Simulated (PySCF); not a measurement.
Gas-phase reaction: BF₃.NH₃ + BF + NH₃ → 2 NH₂ + 2 BHF₂

Computed with PySCF and rigid-rotor harmonic-oscillator thermochemistry at 1 bar. † marks an energy on the PBE0/def2-TZVP geometry and frequencies; other levels use their own. MP2 freezes the core. 6-31G* has spherical d functions here. Open shells (unrestricted): NH₂ (multiplicity 2); the rest are closed-shell singlets. B3LYP is the form with VWN-RPA correlation. Adducts (BF₃.NH₃) have no counterpoise correction, and HF, PBE, BLYP, B3LYP and PBE0 lack dispersion. BF₃.NH₃: computed as isolated molecules; such fragments, hydroxides, amides, oligomers or adducts are transient or little studied in the gas. MP2 isn't extrapolated to the basis-set limit.

```json
[
 {"level": "B3LYP/6-31G*", "ΔH°(298 K), kJ": "247"},
 {"level": "BLYP/def2-TZVP†", "ΔH°(298 K), kJ": "?"},
 {"level": "M06-2X/def2-TZVP†", "ΔH°(298 K), kJ": "?"},
 {"level": "MP2/def2-TZVPP†", "ΔH°(298 K), kJ": "?"},
 {"level": "PBE0/def2-QZVP†", "ΔH°(298 K), kJ": "286"},
 {"level": "PBE0/def2-SVP†", "ΔH°(298 K), kJ": "296"},
 {"level": "r2SCAN/def2-TZVP†", "ΔH°(298 K), kJ": "267"},
 {"level": "LDA/def2-TZVP†", "ΔH°(298 K), kJ": "405"},
 {"level": "ωB97M-V/def2-TZVP†", "ΔH°(298 K), kJ": "317"},
 {"level": "ωB97X-V/def2-TZVP†", "ΔH°(298 K), kJ": "?"}
]
```

Q: Fill in the missing entries.

A: 
- BLYP/def2-TZVP†, ΔH°(298 K), kJ: 257
- M06-2X/def2-TZVP†, ΔH°(298 K), kJ: 316
- MP2/def2-TZVPP†, ΔH°(298 K), kJ: 327
- ωB97X-V/def2-TZVP†, ΔH°(298 K), kJ: 299
